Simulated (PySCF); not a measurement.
# propane: calculation and literature

Numbering as in the mapped SMILES `[CH3:1][CH2:2][CH3:3]`. Hydrogens are named by the atom that carries them.

The experiment to reproduce: δ 13C C1/C3 16.6; C2 16.4; δ 1H H(C2) 1.32; H(C1)/H(C3) 0.90 ppm (measured; solution, CDCl3, 298 K; Fulmer et al., Organometallics 2010, 29, 2176).
δ 13C C2 17.5; C1/C3 16.9; δ 1H H(C2) 1.33; H(C1)/H(C3) 0.90 ppm (measured; solution, TFE-d3, 298 K; Fulmer et al., Organometallics 2010, 29, 2176).
δ 1H H(C2) 1.34; H(C1)/H(C3) 0.90 ppm (measured; solution, not stated in the table (CDCl3 in this author's series); The use of chemical shift calculations in the conformational analysis of substituted benzenes, New J. Chem. 2019 (ESI)).
δ 13C C2 16.9; C1/C3 16.7; δ 1H H(C2) 1.33; H(C1)/H(C3) 0.90 ppm (measured; solution, CD3CN, 298 K; Fulmer et al., Organometallics 2010, 29, 2176).
δ 1H H(C2) 1.30; H(C1)/H(C3) 0.88 ppm (measured; solution, D2O, 298 K; Fulmer et al., Organometallics 2010, 29, 2176).
δ 13C C1/C3 16.6; C2 16.5 ppm (measured; solution, C6D5Cl, 298 K; Fulmer et al., Organometallics 2010, 29, 2176). Coupling constants: 1J(C1,H(C1)) 124.4 Hz, 1J(C2,H(C2)) 125.4 Hz, 1J(C1,C2) 34.6 Hz.

- geometry: GFN2-xTB
- shieldings: GIAO PBE0/pcSseg-1
- couplings computed with B3LYP/pcJ-1 (without the spin–dipole term)
- program: PySCF
- no solvent model, a single conformation, non-relativistic Hamiltonian, rapidly exchanging positions averaged

Task: Set the calculated values beside the experiment.

Result: 
Reference values: measured (solution, CDCl3, 298 K; Fulmer et al., Organometallics 2010, 29, 2176).
| atoms | quantity | reference | computed | computed, scaled |
| --- | --- | --- | --- | --- |
| C1/C3 | δ 13C | 16.6 | 18.8 | 16.2 |
| C2 | δ 13C | 16.4 | 20.9 | 18.2 |
| H(C2) | δ 1H | 1.32 | 1.38 | 1.39 |
| H(C1)/H(C3) | δ 1H | 0.90 | 1.00 | 1.03 |

Reference values: measured (solution, TFE-d3, 298 K; Fulmer et al., Organometallics 2010, 29, 2176).
| atoms | quantity | reference | computed | computed, scaled |
| --- | --- | --- | --- | --- |
| C2 | δ 13C | 17.5 | 20.9 | 18.2 |
| C1/C3 | δ 13C | 16.9 | 18.8 | 16.2 |
| H(C2) | δ 1H | 1.33 | 1.38 | 1.39 |
| H(C1)/H(C3) | δ 1H | 0.90 | 1.00 | 1.03 |

Reference values: measured (solution, not stated in the table (CDCl3 in this author's series); The use of chemical shift calculations in the conformational analysis of substituted benzenes, New J. Chem. 2019 (ESI)).
| atoms | quantity | reference | computed | computed, scaled |
| --- | --- | --- | --- | --- |
| H(C2) | δ 1H | 1.34 | 1.38 | 1.39 |
| H(C1)/H(C3) | δ 1H | 0.90 | 1.00 | 1.03 |

Reference values: measured (solution, CD3CN, 298 K; Fulmer et al., Organometallics 2010, 29, 2176).
| atoms | quantity | reference | computed | computed, scaled |
| --- | --- | --- | --- | --- |
| C2 | δ 13C | 16.9 | 20.9 | 18.2 |
| C1/C3 | δ 13C | 16.7 | 18.8 | 16.2 |
| H(C2) | δ 1H | 1.33 | 1.38 | 1.39 |
| H(C1)/H(C3) | δ 1H | 0.90 | 1.00 | 1.03 |

Reference values: measured (solution, D2O, 298 K; Fulmer et al., Organometallics 2010, 29, 2176).
| atoms | quantity | reference | computed | computed, scaled |
| --- | --- | --- | --- | --- |
| H(C2) | δ 1H | 1.30 | 1.38 | 1.39 |
| H(C1)/H(C3) | δ 1H | 0.88 | 1.00 | 1.03 |

Reference values: measured (solution, C6D5Cl, 298 K; Fulmer et al., Organometallics 2010, 29, 2176).
| atoms | quantity | reference | computed | computed, scaled |
| --- | --- | --- | --- | --- |
| C1/C3 | δ 13C | 16.6 | 18.8 | 16.2 |
| C2 | δ 13C | 16.5 | 20.9 | 18.2 |

Computed shifts are σ(ref) − σ with the named reference compound (TMS for H and C) calculated as an isolated molecule at the same level. The measured values may be among those fitted. Scaled to experiment by linear calibration (H and C: mostly CDCl3 data, vs TMS): 1H (scatter 0.17 ppm rms, 0.18 ppm with the 4 outliers that the fit left out); 13C (scatter 2.1 ppm rms, 2.3 ppm with the 13 outliers that the fit left out). A few per cent of atoms miss by over 2 rms, more outside the fitted compound classes.

Coupling constants in Hz:
```tsv
coupling	reference	computed	source
1J(C1,H(C1))	124.4	131.0	measured; Jessen and Sauer, arXiv:2312.00705
1J(C2,H(C2))	125.4	132.3	measured; Jessen and Sauer, arXiv:2312.00705
1J(C1,C2)	34.6	33.8	measured; Jessen and Sauer, arXiv:2312.00705
```

Task: How far are the unscaled 13C shifts from the references?

Result: Mean signed difference +3.09 ppm, mean absolute 3.09 ppm over 8 comparisons; the largest is +4.5 ppm at C2 (sp3 CH2).

Task: How far are the unscaled 1H shifts from the references?

Result: Mean signed difference +0.08 ppm, mean absolute 0.08 ppm over 10 comparisons; the largest is +0.12 ppm at H(C1)/H(C3) (hydrogen on a methyl carbon).

21 of the 54 published NMR values on file for this molecule are compared. The rest: values from further sources, protons in aromatic solvents, other calculations.

Unscaled 3J(H,H) at this level run about 10 % above measured values.
